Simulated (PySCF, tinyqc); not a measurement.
Worked calculation: CIS and TDHF on RHF in the sto-3g basis, for BH, spin multiplicity 1. The lowest restricted solution is unstable here: a spin-polarised one lies 0.0072 hartree lower (PySCF). Computed by tinyqc, a small Python program that keeps every step (integrals from PySCF). Settings: charge = 0, multiplicity = 1, basis = sto-3g, method = RHF, energy threshold = 1e-10, iteration cap = 82, orthogonalisation = canonical, start = core, DIIS depth = 6, TDHF = 1. Command: `OMP_NUM_THREADS=1 python tinyqc.py 22660 22661 out.jsonl` (the two numbers bound the seeds that draw the settings). One thread of a shared host (Intel(R) Xeon(R) Processor @ 2.60GHz), about 0.09 s of CPU time with the checks. The early iterations of the SCF are left out here.

## One-electron integrals

Geometry (angstrom):
```
atom         x         y         z
B     0.000000  0.000000  0.000000
H     0.000000  0.000000  1.806000
```

Basis sto-3g: exponents (1/bohr^2) and contraction coefficients of normalised primitives:
```
element  l (shell)   exponent  coefficient
B            s (1)  48.791113     0.154329
B            s (1)   8.887362     0.535328
B            s (1)   2.405267     0.444635
B            s (2)   2.236956    -0.099967
B            s (2)   0.519821     0.399513
B            s (2)   0.169062     0.700115
B            p (3)   2.236956     0.155916
B            p (3)   0.519821     0.607684
B            p (3)   0.169062     0.391957
H            s (1)   3.425251     0.154329
H            s (1)   0.623914     0.535328
H            s (1)   0.168855     0.444635
```

Overlap, kinetic and nuclear-attraction integrals over the contracted functions; the nuclear repulsion is the sum of Za Zb / Rab.

nuclear repulsion = 1.46505319 hartree

overlap S, lower triangle:
```
           1B 1s     1B 2s    1B 2px    1B 2py    1B 2pz     2H 1s
1B 1s   1.000000
1B 2s   0.269328  1.000000
1B 2px  0.000000  0.000000  1.000000
1B 2py  0.000000  0.000000  0.000000  1.000000
1B 2pz  0.000000  0.000000  0.000000  0.000000  1.000000
2H 1s   0.016873  0.217320  0.000000  0.000000  0.266581  1.000000
```

kinetic energy T (hartree), lower triangle:
```
            1B 1s     1B 2s    1B 2px    1B 2py    1B 2pz     2H 1s
1B 1s   10.826302
1B 2s   -0.047967  0.359168
1B 2px   0.000000  0.000000  1.123881
1B 2py   0.000000  0.000000  0.000000  1.123881
1B 2pz   0.000000  0.000000  0.000000  0.000000  1.123881
2H 1s   -0.004946  0.001174  0.000000  0.000000  0.040202  0.760032
```

nuclear attraction V (hartree), lower triangle:
```
             1B 1s      1B 2s     1B 2px     1B 2py     1B 2pz      2H 1s
1B 1s   -23.440399
1B 2s    -3.218278  -4.063916
1B 2px    0.000000   0.000000  -4.017687
1B 2py    0.000000   0.000000   0.000000  -4.017687
1B 2pz   -0.008068  -0.081137   0.000000   0.000000  -4.065215
2H 1s    -0.202668  -0.666454   0.000000   0.000000  -0.762460  -2.690200
```

core Hamiltonian H = T + V (hartree), lower triangle:
```
             1B 1s      1B 2s     1B 2px     1B 2py     1B 2pz      2H 1s
1B 1s   -12.614097
1B 2s    -3.266245  -3.704748
1B 2px    0.000000   0.000000  -2.893807
1B 2py    0.000000   0.000000   0.000000  -2.893807
1B 2pz   -0.008068  -0.081137   0.000000   0.000000  -2.941334
2H 1s    -0.207614  -0.665280   0.000000   0.000000  -0.722258  -1.930168
```

## Two-electron integrals

Functions are numbered as in S; the eight-fold symmetry (ij|kl) = (ji|kl) = (kl|ij) leaves the list below.

Two-electron integrals (ij|kl) in chemists' order, unique and non-zero (hartree):
```
(11|11) 2.923513   (21|11) 0.518376   (21|21) 0.109262   (22|11) 0.744229
(22|21) 0.193177   (22|22) 0.544804   (31|31) 0.020264   (32|31) 0.029996
(32|32) 0.120346   (33|11) 0.742491   (33|21) 0.193240   (33|22) 0.544682
(33|33) 0.586773   (41|41) 0.020264   (42|41) 0.029996   (42|42) 0.120346
(43|43) 0.031630   (44|11) 0.742491   (44|21) 0.193240   (44|22) 0.544682
(44|33) 0.523513   (44|44) 0.586773   (51|51) 0.020264   (52|51) 0.029996
(52|52) 0.120346   (53|53) 0.031630   (54|54) 0.031630   (55|11) 0.742491
(55|21) 0.193240   (55|22) 0.544682   (55|33) 0.523513   (55|44) 0.523513
(55|55) 0.586773   (61|11) 0.032312   (61|21) 0.006789   (61|22) 0.012055
(61|33) 0.012008   (61|44) 0.012008   (61|51) 0.000484   (61|52) 0.000898
(61|55) 0.012156   (61|61) 0.000435   (62|11) 0.105556   (62|21) 0.027984
(62|22) 0.090824   (62|33) 0.088057   (62|44) 0.088057   (62|51) 0.003010
(62|52) 0.020762   (62|55) 0.096258   (62|61) 0.001855   (62|62) 0.024752
(63|31) 0.002346   (63|32) 0.011937   (63|53) 0.003567   (63|63) 0.002182
(64|41) 0.002346   (64|42) 0.011937   (64|54) 0.003567   (64|64) 0.002182
(65|11) 0.113013   (65|21) 0.030278   (65|22) 0.103255   (65|33) 0.098214
(65|44) 0.098214   (65|51) 0.004939   (65|52) 0.032274   (65|55) 0.113215
(65|61) 0.002067   (65|62) 0.032446   (65|65) 0.043847   (66|11) 0.292674
(66|21) 0.078793   (66|22) 0.289148   (66|33) 0.275485   (66|44) 0.275485
(66|51) 0.007958   (66|52) 0.076303   (66|55) 0.316062   (66|61) 0.005227
(66|62) 0.112394   (66|65) 0.158210   (66|66) 0.774606
```

## Orthogonalisation

S = U s U^T; canonical form X = U s^(-1/2), so that X^T S X = 1. Each column of U has its largest component positive (the first on a tie).

eigenvalues of S: 0.609899  0.811523  1.000000  1.000000  1.172769  1.405809

X:
```
                1          2          3         4          5         6
1B 1s   -0.489841   0.666416   0.000000  0.000000  -0.524375  0.348539
1B 2s    0.756544  -0.438442   0.000000  0.000000  -0.359200  0.494384
1B 2px   0.000000   0.000000  -0.535985  0.844228   0.000000  0.000000
1B 2py   0.000000   0.000000   0.844228  0.535985   0.000000  0.000000
1B 2pz   0.513185   0.630323   0.000000  0.000000   0.562115  0.322696
2H 1s   -0.750968  -0.445647   0.000000  0.000000   0.364302  0.491230
```

Within a degenerate level the vectors are fixed only up to a rotation; this is one choice.

## Starting guess

The start is the orbitals of the core Hamiltonian; D = 2 C_occ C_occ^T.

D at the start, lower triangle:
```
            1B 1s      1B 2s    1B 2px    1B 2py     1B 2pz     2H 1s
1B 1s    2.159066
1B 2s   -0.592479   2.205215
1B 2px   0.000000   0.000000  0.000000
1B 2py   0.000000   0.000000  0.000000  0.000000
1B 2pz  -0.014157   0.060129  0.000000  0.000000   2.073692
2H 1s    0.035938  -0.121849  0.000000  0.000000  -0.160947  0.018729
```

## Iteration 8 (converged): orbitals

converged F (hartree), lower triangle:
```
            1B 1s      1B 2s    1B 2px    1B 2py     1B 2pz      2H 1s
1B 1s   -7.379524
1B 2s   -2.151392  -1.021534
1B 2px   0.000000   0.000000  0.246578
1B 2py   0.000000   0.000000  0.000000  0.246578
1B 2pz  -0.015251   0.013196  0.000000  0.000000   0.013944
2H 1s   -0.140918  -0.244694  0.000000  0.000000  -0.273828  -0.157692
```

Diagonalise F' = X^T F X, C = X C', fill 3 alpha and 3 beta electrons from the bottom; D = 2 C_occ C_occ^T. Each column has its largest component positive (the first on a tie).

F' = X^T F X (hartree), lower triangle:
```
           1          2         3         4          5          6
1  -0.442726
2   1.389568  -2.120455
3   0.000000   0.000000  0.246578
4   0.000000   0.000000  0.000000  0.246578
5  -1.183707   2.400400  0.000000  0.000000  -2.978529
6   0.966293  -1.802743  0.000000  0.000000   2.242951  -2.177298
```

orbital energies (hartree): MO1 -7.383789, MO2 -0.465643, MO3 -0.231226, MO4 0.246578, MO5 0.246578, MO6 0.361652

coefficients C:
```
              MO1        MO2        MO3       MO4        MO5        MO6
1B 1s    0.992724  -0.268632   0.127280  0.000000   0.000000  -0.081484
1B 2s    0.026094   0.894171  -0.480731  0.000000   0.000000   0.326658
1B 2px   0.000000   0.000000   0.000000  0.218671   0.975799   0.000000
1B 2py   0.000000   0.000000   0.000000  0.975799  -0.218671   0.000000
1B 2pz   0.002759   0.071536   0.575085  0.000000   0.000000   0.863090
2H 1s   -0.003314   0.335370   0.625430  0.000000   0.000000  -0.795569
```

D after iteration 8, lower triangle:
```
            1B 1s      1B 2s    1B 2px    1B 2py    1B 2pz     2H 1s
1B 1s    2.147728
1B 2s   -0.550973   2.062652
1B 2px   0.000000   0.000000  0.000000
1B 2py   0.000000   0.000000  0.000000  0.000000
1B 2pz   0.113439  -0.424848  0.000000  0.000000  0.671695
2H 1s   -0.027553  -0.001743  0.000000  0.000000  0.767314  1.007294
```

Within a degenerate level the vectors are fixed only up to a rotation; this is one choice.

## Convergence

Stop when the energy changes by less than 1e-10 hartree and every element of the error matrix X^T (F D S - S D F) X is below 3e-06.

Course of the cycle:
```
iteration   E (hartree)     change  largest element of the error matrix
1          -24.03288136          -                             3.08e-01
2          -24.56825055  -5.35e-01                             2.14e-01
3          -24.64966600  -8.14e-02                             6.42e-02
4          -24.65631301  -6.65e-03                             4.24e-03
5          -24.65634414  -3.11e-05                             9.95e-04
6          -24.65634568  -1.54e-06                             4.58e-05
7          -24.65634569  -3.67e-09                             1.30e-06
8          -24.65634569  -2.87e-12                             8.15e-09
```

PySCF RHF in the same basis = -24.65634569 hartree

Converged in 8 iterations.

## Populations, bond orders and dipole

Mulliken: Z minus the diagonal of D S on the atom; Loewdin: the same with S^(1/2) D S^(1/2); Mayer order: 2 sum_s sum (D(s) S)_ij (D(s) S)_ji over the two atoms.

Charges (e):
```
atom   Mulliken    Loewdin
1B     0.211002   0.205410
2H    -0.211002  -0.205410
```

Mayer bond orders:
```
pair     order
2-1   0.955478
```

dipole moment about the origin, x y z (debye): 0.000000  0.000000  -0.552986

## Integrals over molecular orbitals

(pq|rs) = sum C_ip C_jq C_kr C_ls (ij|kl), one index at a time.

one-electron integrals over orbitals h = C^T H C (hartree), lower triangle:
```
            1          2          3          4          5          6
1  -12.601546
2    0.328009  -2.941720
3   -0.146447   0.256263  -2.497474
4    0.000000   0.000000   0.000000  -2.893807
5    0.000000   0.000000   0.000000   0.000000  -2.893807
6    0.097747  -0.369112  -0.450948   0.000000   0.000000  -2.451798
```

Two-electron integrals over orbitals (pq|rs), unique and non-zero (hartree):
```
(11|11) 2.893142    (21|11) -0.291996   (21|21) 0.046751    (22|11) 0.655990
(22|21) -0.012866   (22|22) 0.471972    (31|11) 0.135804    (31|21) -0.020768
(31|22) 0.010225    (31|31) 0.017743    (32|11) -0.136807   (32|21) 0.007403
(32|22) -0.007722   (32|31) 0.007748    (32|32) 0.116438    (33|11) 0.538564
(33|21) -0.007700   (33|22) 0.427657    (33|31) -0.002404   (33|32) 0.004304
(33|33) 0.467986    (41|41) 0.021589    (42|41) 0.024679    (42|42) 0.090589
(43|41) -0.011450   (43|42) -0.038073   (43|43) 0.031545    (44|11) 0.742019
(44|21) -0.010736   (44|22) 0.485269    (44|31) 0.004675    (44|32) -0.076374
(44|33) 0.414766    (44|44) 0.586773    (51|51) 0.021589    (52|51) 0.024679
(52|52) 0.090589    (53|51) -0.011450   (53|52) -0.038073   (53|53) 0.031545
(54|54) 0.031630    (55|11) 0.742019    (55|21) -0.010736   (55|22) 0.485269
(55|31) 0.004675    (55|32) -0.076374   (55|33) 0.414766    (55|44) 0.523513
(55|55) 0.586773    (61|11) -0.088150   (61|21) 0.015657    (61|22) 0.001611
(61|31) 0.004102    (61|32) 0.016251    (61|33) -0.009667   (61|44) -0.003093
(61|55) -0.003093   (61|61) 0.019621    (62|11) 0.134514    (62|21) -0.003080
(62|22) 0.056205    (62|31) 0.012865    (62|32) -0.008620   (62|33) -0.026145
(62|44) 0.075214    (62|55) 0.075214    (62|61) 0.013411    (62|62) 0.087763
(63|11) 0.183707    (63|21) -0.004113   (63|22) 0.041571    (63|31) -0.003434
(63|32) -0.111828   (63|33) -0.004124   (63|44) 0.103063    (63|55) 0.103063
(63|61) -0.008206   (63|62) 0.055127    (63|63) 0.151855    (64|41) 0.007000
(64|42) 0.026231    (64|43) 0.004868    (64|64) 0.025523    (65|51) 0.007000
(65|52) 0.026231    (65|53) 0.004868    (65|65) 0.025523    (66|11) 0.603365
(66|21) -0.007666   (66|22) 0.467423    (66|31) 0.011113    (66|32) 0.050327
(66|33) 0.465557    (66|44) 0.438016    (66|55) 0.438016    (66|61) 0.007640
(66|62) 0.023977    (66|63) -0.023594   (66|66) 0.527079
```

## CIS matrix, singlets

A(ia,jb) = (e_a - e_i) d_ij d_ab + 2 (ia|jb) - (ij|ab).

CIS matrix A, singlet (hartree), lower triangle:
```
           1>4        1>5        1>6       2>4       2>5       2>6       3>4       3>5
1>4   6.931526
1>5   0.000000   6.931526
1>6   0.000000   0.000000   7.181317
2>4   0.060094   0.000000   0.000000  0.408130
2>5   0.000000   0.060094   0.000000  0.000000  0.408130
2>6   0.000000   0.000000   0.034489  0.000000  0.000000  0.535398
3>4  -0.027576   0.000000   0.000000  0.000228  0.000000  0.000000  0.126128
3>5   0.000000  -0.027576   0.000000  0.000000  0.000228  0.000000  0.000000  0.126128
3>6   0.000000   0.000000  -0.027524  0.000000  0.000000  0.059927  0.000000  0.000000

          3>6
3>6  0.431031
```

## CIS singlet states

dipole integrals <i|r|a> (bohr):
```
             x          y          z
1>4   0.025772   0.115007   0.000000
1>5   0.115007  -0.025772   0.000000
1>6   0.000000   0.000000   0.097232
2>4   0.194122   0.866251   0.000000
2>5   0.866251  -0.194122   0.000000
2>6   0.000000   0.000000  -0.266118
3>4  -0.076873  -0.343037   0.000000
3>5  -0.343037   0.076873   0.000000
3>6   0.000000   0.000000  -1.615664
```

Diagonalise A (1 hartree = 27.211386 eV); each vector has its largest component positive (the first on a tie). The transition dipole is mu = sqrt2 sum c_ia <i|r|a>.

singlet excitation energies (eV): 3.429048  3.429048  10.980418  11.090747  11.090747  15.309604  188.634532  188.634532  195.421454

lowest vectors:
```
       state 1    state 2    state 3    state 4    state 5    state 6
1>4  -0.000078   0.004066   0.000000  -0.009203   0.000085   0.000000
1>5   0.004066   0.000078   0.000000  -0.000085  -0.009203   0.000000
1>6   0.000000   0.000000   0.005806   0.000000   0.000000  -0.003015
2>4   0.000032  -0.001675   0.000000   0.999914  -0.009229   0.000000
2>5  -0.001675  -0.000032   0.000000   0.009229   0.999914   0.000000
2>6   0.000000   0.000000  -0.414963   0.000000   0.000000   0.909824
3>4  -0.019250   0.999805   0.000000   0.001712  -0.000016   0.000000
3>5   0.999805   0.019250   0.000000   0.000016   0.001712   0.000000
3>6   0.000000   0.000000   0.909820   0.000000   0.000000   0.414984
```

oscillator strengths 2/3 w |mu|^2: 0.020883  0.020883  0.993634  0.426605  0.426605  0.625155

Within a degenerate level the vectors are fixed only up to a rotation; this is one choice.

## TDHF (RPA) singlet states

B(ia,jb) = 2 (ia|jb) - (ib|ja); the squared energies are the eigenvalues of (A - B)(A + B); 1 hartree = 27.211386 eV.

TDHF matrix B, singlet (hartree), lower triangle:
```
           1>4        1>5        1>6        2>4        2>5       2>6       3>4       3>5
1>4   0.021589
1>5   0.000000   0.021589
1>6   0.000000   0.000000   0.019621
2>4   0.024679   0.000000   0.000000   0.090589
2>5   0.000000   0.024679   0.000000   0.000000   0.090589
2>6   0.000000   0.000000   0.013411   0.000000   0.000000  0.087763
3>4  -0.011450   0.000000   0.000000  -0.038073   0.000000  0.000000  0.031545
3>5   0.000000  -0.011450   0.000000   0.000000  -0.038073  0.000000  0.000000  0.031545
3>6   0.000000   0.000000  -0.008206   0.000000   0.000000  0.055127  0.000000  0.000000

          3>6
3>6  0.151855
```

squared energies w^2 (hartree^2): 0.014087  0.014087  0.148546  0.155855  0.155855  0.293976  48.053285  48.053285  51.574592

TDHF energies from the positive w^2 (eV): 3.229739  3.229739  10.487737  10.742640  10.742640  14.753882  188.630626  188.630626  195.419802

## CIS matrix, triplets

A(ia,jb) = (e_a - e_i) d_ij d_ab - (ij|ab).

CIS matrix A, triplet (hartree), lower triangle:
```
           1>4        1>5        1>6       2>4       2>5        2>6       3>4       3>5
1>4   6.888349
1>5   0.000000   6.888349
1>6   0.000000   0.000000   7.142076
2>4   0.010736   0.000000   0.000000  0.226953
2>5   0.000000   0.010736   0.000000  0.000000  0.226953
2>6   0.000000   0.000000   0.007666  0.000000  0.000000   0.359872
3>4  -0.004675   0.000000   0.000000  0.076374  0.000000   0.000000  0.063038
3>5   0.000000  -0.004675   0.000000  0.000000  0.076374   0.000000  0.000000  0.063038
3>6   0.000000   0.000000  -0.011113  0.000000  0.000000  -0.050327  0.000000  0.000000

          3>6
3>6  0.127321
```

## CIS triplet states

Diagonalise A (1 hartree = 27.211386 eV); each vector has its largest component positive (the first on a tie).

triplet excitation energies (eV): 0.896852  0.896852  3.180581  6.993650  6.993650  10.075890  187.442074  187.442074  194.346514

lowest vectors:
```
       state 1    state 2   state 3    state 4    state 5    state 6
1>4   0.001208   0.000028  0.000000   0.000042  -0.001247   0.000000
1>5  -0.000028   0.001208  0.000000  -0.001247  -0.000042   0.000000
1>6   0.000000   0.000000  0.001328   0.000000   0.000000  -0.001441
2>4  -0.366287  -0.008401  0.000000  -0.031459   0.929931   0.000000
2>5   0.008401  -0.366287  0.000000   0.929931   0.031459   0.000000
2>6   0.000000   0.000000  0.202773   0.000000   0.000000   0.979225
3>4   0.930218   0.021335  0.000000  -0.012388   0.366175   0.000000
3>5  -0.021335   0.930218  0.000000   0.366175   0.012388   0.000000
3>6   0.000000   0.000000  0.979225   0.000000   0.000000  -0.202771
```

Within a degenerate level the vectors are fixed only up to a rotation; this is one choice.

## TDHF (RPA) triplet states

B(ia,jb) = - (ib|ja); the squared energies are the eigenvalues of (A - B)(A + B); 1 hartree = 27.211386 eV.

TDHF matrix B, triplet (hartree), lower triangle:
```
           1>4        1>5        1>6        2>4        2>5        2>6        3>4        3>5
1>4  -0.021589
1>5   0.000000  -0.021589
1>6   0.000000   0.000000  -0.019621
2>4  -0.024679   0.000000   0.000000  -0.090589
2>5   0.000000  -0.024679   0.000000   0.000000  -0.090589
2>6   0.000000   0.000000  -0.013411   0.000000   0.000000  -0.087763
3>4   0.011450   0.000000   0.000000   0.038073   0.000000   0.000000  -0.031545
3>5   0.000000   0.011450   0.000000   0.000000   0.038073   0.000000   0.000000  -0.031545
3>6   0.000000   0.000000   0.008206   0.000000   0.000000  -0.055127   0.000000   0.000000

           3>6
3>6  -0.151855
```

squared energies w^2 (hartree^2): -0.016983  -0.004240  -0.004240  0.059272  0.059272  0.130897  47.447692  47.447692  51.008767

TDHF energies from the positive w^2 (eV): 6.624842  6.624842  9.844995  187.438247  187.438247  194.344869

A + B or A - B has a negative eigenvalue: the restricted solution is unstable towards a spin-polarised one, a negative w^2 means an imaginary energy, and the lowest roots have no physical meaning.
